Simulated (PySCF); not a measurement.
**Static response to an electric field**

Compound: C5H7F.
Atom-mapped SMILES: `[CH2:1]=[CH:2]/[CH:3]=[C:4](\[CH3:5])[F:6]` (hydrogens: H7, H8 on C1; H9 on C2; H10 on C3; H11, H12, H13 on C5)

Geometry (GFN2-xTB, Å), atoms numbered from 1 in this order:
```xyz
13
C5H7F angstrom
C      2.2143   -0.1814   -1.1460
C      0.9771   -0.2954   -0.6729
C      0.4189    0.6211    0.2916
C     -0.8101    0.5643    0.8036
C     -1.9187   -0.3960    0.5595
F     -1.1601    1.5208    1.7047
H      2.8699    0.6119   -0.8273
H      2.6148   -0.8739   -1.8655
H      0.3460   -1.1037   -1.0150
H      1.0654    1.4226    0.6229
H     -1.6323   -1.1515   -0.1629
H     -2.1957   -0.8795    1.4966
H     -2.7937    0.1411    0.1927
```

Level: PBE0/def2-SVPD (PySCF), static field, nuclei fixed, core orbitals frozen in the response. The polarisability tensor in these axes (au):

```
x    92.99  -0.67 -23.05
y    -0.67  52.16   7.19
z   -23.05   7.19  59.32
```

Problem. Give the principal values, the mean and the anisotropy Δα = √{½[(α1 − α2)² + (α2 − α3)² + (α1 − α3)²]}.

Solution. Principal values 43.29, 56.20 and 104.98 au; mean 68.16 au = 10.10 Å³ = 11.24 × 10⁻⁴⁰ C²·m²/J; Δα = 56.36 au (83 % of the mean).

Problem. What is the dipole moment, and where does it point?

Solution. (-0.33, -1.26, -0.83) D, 1.55 D in size, pointing from the negative to the positive side. Measured along this direction, the outermost atoms are F6 at the negative end and H11 and H9 at the positive end.

Problem. Rayleigh depolarisation ratio (linearly polarised light, static tensor)?

Solution. ρ = 3Δα²/(45ᾱ² + 4Δα²) = 9528.8/(209033 + 12705.1) = 0.043.

Problem. Sum over states: ᾱ = Σ f/ω², ω in Eh. What share falls to these 8 lowest TDDFT singlets (eV, f)? 5.73, 0.7236; 6.25, 0.0032; 6.73, 0.0033; 6.97, 0.0323; 6.99, 0.0136; 7.48, 0.0029; 7.74, 0.0003; 7.93, 0.0090.

Solution. They add up to 17.28 au, 25.3 % of the 68.16 au; the largest single term is 16.31 au, from the state at 5.73 eV. Terms in order: 16.31, 0.06, 0.05, 0.49, 0.21, 0.04, 0.00, 0.11 au. Higher excitations give the rest. The strengths listed sum to 0.788.

Problem. What are the principal values of the traceless quadrupole moment, Θ = ½Σq(3rr − r²1), about the centre of nuclear charge?

Solution. -3.69, -3.19, 6.88 D·Å. The values depend on the origin, since the dipole doesn't vanish. The electronic extent ⟨r²⟩ about the same centre is 730 bohr², a root-mean-square distance of 2.11 Å for the 46 electrons.

One conformer (not necessarily the lowest) at the GFN2-xTB geometry, without solvent, vibrations or thermal averaging.
